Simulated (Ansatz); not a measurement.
**SiO2 (SMILES O=[Si]=O): a rigid scan of the bond length O1–Si2**

How does the energy rise as the bond length O1–Si2 leaves its equilibrium value, and do density functionals follow CCSD(T)? No other atom is relaxed.

The runs use Ansatz 0.2.0, Gaussian basis; single points in def2-TZVPP.

Levels: PBE-D4, r2SCAN-D4, PBE0-D4, B3LYP-D4, wB97M-V, Hartree-Fock, MP2, CCSD, CCSD(T). The scan takes 1.295, 1.339, 1.404, 1.480, 1.564, 1.655, 1.751, 1.852, 1.958 Å.

Cores are frozen in the correlated methods. B3LYP uses VWN-RPA correlation.

10 further runs of the same task are left out: 10 set aside as unsound or not needed.

### 1 Where the work starts

The minimum, relaxed at PBE0-D4: SMILES `O=[Si]=O`, 3 atoms, charge 0, spin multiplicity 1.

Atoms are counted from 1 here; the program's logs count them from 0.

Bond lengths: O1–Si2 1.506 Å, Si2–O3 1.506 Å. Angles: O1–Si2–O3 180.0°.

As a file:

```mol
O2Si
  3D, bonds by distance, orders not assigned

  3  2  0  0  0  0  0  0  0  0999 V2000
    0.6977    1.2296    0.5188 O   0  0
   -0.0000    0.0000   -0.0000 Si  0  0
   -0.6977   -1.2296   -0.5188 O   0  0
  1  2  8  0
  2  3  8  0
M  END
```

Energies of the minimum (eV), from earlier single points: PBE-D4 -11965.83407, r2SCAN-D4 -11971.13688, PBE0-D4 -11965.96417, B3LYP-D4 -11974.30130, wB97M-V -11972.31952, CCSD(T) -11954.77882.

At the minimum the bond length O1–Si2 is 1.506 Å.

### 2 O1–Si2 = 1.295 Å

Contents of ccsdt-tzvpp/in.yaml:

```yaml
crystal:
  periodic: [false, false, false]
  atoms:
    - {symbol: O, position_ang: [0.697730, 1.229600, 0.518761]}
    - {symbol: Si, position_ang: [0.097727, 0.172236, 0.072664]}
    - {symbol: O, position_ang: [-0.599996, -1.057374, -0.446095]}
basis:
  gaussian: {orbitals: def2-TZVPP}
correlation: {method: ccsd_t}
```

No record of the launch command was kept for these runs.

After this run come: O1–Si2 = 1.339 Å; O1–Si2 = 1.404 Å; O1–Si2 = 1.480 Å; O1–Si2 = 1.564 Å; O1–Si2 = 1.655 Å; O1–Si2 = 1.751 Å; O1–Si2 = 1.852 Å; O1–Si2 = 1.958 Å.

Q: Predict the outcome of this session. Wanted: highest point, CCSD(T); lowest point, CCSD(T); minimum along the scan, CCSD(T); RMS deviation from CCSD(T); largest T1 diagnostic.

As calculated:

| quantity | value |
| --- | --- |
| highest point, CCSD(T) | 239.0 kJ/mol at 1.958 Å |
| lowest point, CCSD(T) | 0.0 kJ/mol at 1.506 Å |
| minimum along the scan, CCSD(T) | 1.516 Å |
| curvature there | 56.3 eV/Å² |
| RMS deviation from CCSD(T) | PBE-D4 10.0, r2SCAN-D4 5.9, PBE0-D4 13.1, B3LYP-D4 7.2, wB97M-V 13.5, Hartree-Fock 45.5, MP2 17.3, CCSD 10.9 kJ/mol |
| largest T1 diagnostic | 0.048 |

In words: A polynomial through the near points puts the CCSD(T) minimum 0.010 Å above the PBE0-D4 value. The well is lopsided: squeezing costs more than stretching by the same length. Curvature against CCSD(T): PBE-D4 -6 %, Hartree-Fock +30 %. The curve of r2SCAN-D4 lies nearest to CCSD(T), that of Hartree-Fock farthest. The T1 diagnostic is large here, over the usual mark for main-group molecules (transition-metal compounds often pass it harmlessly), so CCSD(T) itself may be off. The restricted Hartree–Fock reference is unstable towards an unrestricted one at one or more of these structures.
